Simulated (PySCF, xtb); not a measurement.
Bonds broken one at a time in the series C F-Cl. All species are isolated molecules in the gas phase. Strings in code marks are SMILES. Quantity: homolytic bond dissociation enthalpy at 298 K (no spin–orbit term). Enthalpy corrections at 298 K come from GFN2-xTB frequencies (xtb). Level 1: PBE-D3(BJ)/def2-TZVP // PBE0-D3(BJ)/def2-TZVP (PySCF). Level 2: PBE0-D3(BJ)/def2-TZVP (PySCF).

```
case                                                           level 1 (kcal/mol)  level 2 (kcal/mol)
-------------------------------------------------------------  ------------------  ------------------
Cl–C bond of `ClC(Cl)(Cl)Cl`, giving `Cl[C](Cl)Cl` and `[Cl]`                69.1                66.3
C–Cl bond of `FC(Cl)(Cl)Cl`, giving `F[C](Cl)Cl` and `[Cl]`                  76.3                73.7
C–Cl bond of `FC(F)(F)Cl`, giving `F[C](F)F` and `[Cl]`                      88.3            withheld
F–C bond of `FC(Cl)(Cl)Cl`, giving `Cl[C](Cl)Cl` and `[F]`                  107.8               101.6
F–C bond of `FC(F)(F)Cl`, giving `F[C](F)Cl` and `[F]`                      124.0               119.6
F–C bond of `FC(F)(F)F`, giving `F[C](F)F` and `[F]`                        130.6               126.9
```

**Question.** Fit level 2 = a + b·x to the 5 complete rows by least squares, with x = level 1 in kcal/mol. Give a, b and the rms residual, and predict the withheld value.

**Answer.** Means of the 5 rows: x̄ = 101.56, ȳ = 97.62 kcal/mol. Σ(x − x̄)² = 3077.5 and Σ(x − x̄)(y − ȳ) = 2989.2, so b = 0.971 and a = ȳ − b·x̄ = -0.99 kcal/mol. The rms residual is 1.09 kcal/mol. At x = 88.3 the line gives 84.7 kcal/mol. The run for C–Cl bond of `FC(F)(F)Cl`, giving `F[C](F)F` and `[Cl]` gave 86.1 kcal/mol, so the line is off by 1.4 kcal/mol, within twice the rms residual.

Codes: PySCF, xtb.
